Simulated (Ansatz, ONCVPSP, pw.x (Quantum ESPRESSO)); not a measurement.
# pw.x on bcc Mo: one setting changed

Potential: optimised norm-conserving Vanderbilt (ONCV), ONCVPSP 4.0.1.1 (patched build), PBE; core [Ar] 3d10, reference 4s2 4p6 4d5 5s0.75; waves: 4s+5s: rc 2.15 bohr, ncon 4, nbas 7, qcut 5.6 1/bohr, 2 projectors; 4p: rc 1.90 bohr, ncon 3, nbas 7, qcut 5.9 1/bohr, 1 projector; 4d: rc 2.65 bohr, ncon 3, nbas 8, qcut 6.9 1/bohr, 2 projectors, debl 3 Ha; local part: polynomial inside 1.85 bohr (lpopt 5, dvloc0 0 Ha); core correction: Teter function, fcfact 2.5, rcfact 1.55.

The reference run (k-mesh 15³, cutoffs 50/200 Ry, Fermi–Dirac 0.01 Ry, mixing_beta 0.4, conv_thr 1e-9, no spin) gives -0.54 GPa at 15.802 Å³/atom, where all-electron LAPW gives -0.00 GPa. This run, with its own iteration cap, changes mixing_beta to 0.7.

```
&control
  calculation='scf', prefix='x', pseudo_dir='./', outdir='./tmp', tstress=.true., disk_io='none'
/
&system
  ibrav=0, nat=1, ntyp=1, ecutwfc=50, ecutrho=200, nbnd=15,
  occupations='smearing', smearing='fd', degauss=0.01
/
&electrons
  conv_thr=1e-09, mixing_beta=0.7, electron_maxstep=50
/
ATOMIC_SPECIES
Mo 1.0 Mo.UPF
CELL_PARAMETERS angstrom
  -1.58082582 1.58082582 1.58082582
  1.58082582 -1.58082582 1.58082582
  1.58082582 1.58082582 -1.58082582
ATOMIC_POSITIONS crystal
Mo 0.0000 0.0000 0.0000
K_POINTS automatic
15 15 15 0 0 0
```

```bash
pw.x < Mo.scf.in > Mo.scf.out
```

How does the run end?

It converges in 7 iterations; the free energy moves by +0.0 meV/atom and the pressure by -0.01 GPa. The result is that of the reference run.

```
Message from routine setup:
     using ibrav=0 with symmetry is DISCOURAGED, use correct ibrav instead
     lattice parameter (alat)  =       5.1742  a.u.
     unit-cell volume          =     106.6372 (a.u.)^3
     number of electrons       =        14.00
     number of Kohn-Sham states=           15
     kinetic-energy cutoff     =      50.0000  Ry
     charge density cutoff     =     200.0000  Ry
     scf convergence threshold =      1.0E-09
     Exchange-correlation= PBE
     number of k points=   120  Fermi-Dirac smearing, width (Ry)=  0.0100
     iteration #  1     ecut=    50.00 Ry     beta= 0.70
     total energy              =    -142.67984939 Ry
     estimated scf accuracy    <       0.27487068 Ry
     iteration #  2     ecut=    50.00 Ry     beta= 0.70
     total energy              =    -142.74484826 Ry
     estimated scf accuracy    <       0.02248376 Ry
     iteration #  3     ecut=    50.00 Ry     beta= 0.70
     total energy              =    -142.74976799 Ry
     estimated scf accuracy    <       0.00038521 Ry
     iteration #  4     ecut=    50.00 Ry     beta= 0.70
     total energy              =    -142.74983549 Ry
     estimated scf accuracy    <       0.00000748 Ry
     iteration #  5     ecut=    50.00 Ry     beta= 0.70
     total energy              =    -142.74983558 Ry
     estimated scf accuracy    <       0.00000289 Ry
     iteration #  6     ecut=    50.00 Ry     beta= 0.70
     total energy              =    -142.74983584 Ry
     estimated scf accuracy    <          6.6E-09 Ry
     iteration #  7     ecut=    50.00 Ry     beta= 0.70
     the Fermi energy is    20.9587 ev
!    total energy              =    -142.74983584 Ry
     estimated scf accuracy    <          3.3E-10 Ry
     smearing contrib. (-TS)   =      -0.00290457 Ry
     The total energy is F=E-TS. E is the sum of the following terms:
     one-electron contribution =     -19.19713484 Ry
     hartree contribution      =      18.50382853 Ry
     xc contribution           =     -22.66770677 Ry
     ewald contribution        =    -119.38591817 Ry
     convergence has been achieved in   7 iterations
          total   stress  (Ry/bohr**3)                   (kbar)     P=       -5.55
     Message from routine punch:
     Nothing written, as per user request (disk_io='none')
```

The run took about 18 s on one core of a shared host (Neoverse-N1, 64 threads, 124 GiB, load 57).
